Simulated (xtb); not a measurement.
xtb input:

```bash
xtb mol.xyz --gfn 2 --ohess tight --chrg 1 --uhf 0
```
mol.xyz:
```
12

N     -0.02580834     0.02222826     1.43680807
C     -0.00916076     0.00406475    -1.43756654
C     -0.02495780     1.15097044     0.66347311
C     -0.01183793    -1.16412832     0.66613753
C      0.03064252    -1.21534484    -0.67723692
C      0.02601127     1.20633517    -0.67851955
H     -0.01872322     0.01094137    -2.53653662
H      0.02239331     2.06518714     1.27270787
H     -0.01885264    -2.02114463     1.28075971
H      0.02398687    -2.18262270    -1.24797047
H      0.02350455     2.17660072    -1.23560163
H      0.02669102    -0.02630086     2.37050401
```

### Question
Predict the final energy.

### Answer
-16.24614 Eh (GFN2-xTB).

It need not be the lowest isomer of its formula.
